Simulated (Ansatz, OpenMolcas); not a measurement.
# OpenMolcas → Ansatz

This OpenMolcas 26.06 job computes SiH3O (SMILES O[SiH2]):

calc.input:
```
&GATEWAY
 BasLib = $CurrDir
 BasisSet
 O.STO-3G....
 O1 0.557310 -0.433760 0.798460 angstrom
 End of Basis
 BasisSet
 Si.STO-3G....
 Si2 0.001930 0.341950 -0.533940 angstrom
 End of Basis
 BasisSet
 H.STO-3G....
 H3 0.725690 -1.370660 0.814800 angstrom
 H4 -1.244820 -0.253580 -1.000760 angstrom
 H5 -0.040110 1.716040 -0.078560 angstrom
 End of Basis

&SEWARD
 GridInput
 Grid=UltraFine
 End of Grid

&SCF
 UHF
 Spin = 2
 KSDFT = B3LYP
 Thresholds = 1e-10 1e-07 1e-07 1e-05
 PrOrbitals = 1 1
```

```bash
$ export MOLCAS_MEM=1860
$ pymolcas calc.input > calc.log
```

(Basis files named in the input come from the Basis Set Exchange and aren't shown.)

The shape is that of a GFN2-xTB optimisation. This is one conformer, not always the lowest.

It gives a total energy of -362.027734 Eh.

Question: How is this level of theory, on these atoms, set up in Ansatz 0.2.0 as an input file of the program's own?

Answer: This input was run:

in.yaml:
```yaml
basis:
  gaussian:
    orbitals: STO-3G
crystal:
  periodic: [false, false, false]
  atoms:
    - symbol: O
      position_ang: [0.557310, -0.433760, 0.798460]
    - symbol: Si
      position_ang: [0.001930, 0.341950, -0.533940]
    - symbol: H
      position_ang: [0.725690, -1.370660, 0.814800]
    - symbol: H
      position_ang: [-1.244820, -0.253580, -1.000760]
    - symbol: H
      position_ang: [-0.040110, 1.716040, -0.078560]
magnetization:
  spin_polarized: true
  initial_magnetization: 1
hamiltonian:
  xc: {name: B3LYP}
accuracy: high
```

```bash
$ ansatz run in.yaml --threads 1 --pin off --max-ram 2610MiB --events-out events.jsonl --progress --plain --runs-dir runs
```

Its energy is -362.027734 Eh, the same as the first but for the last digit, at most.
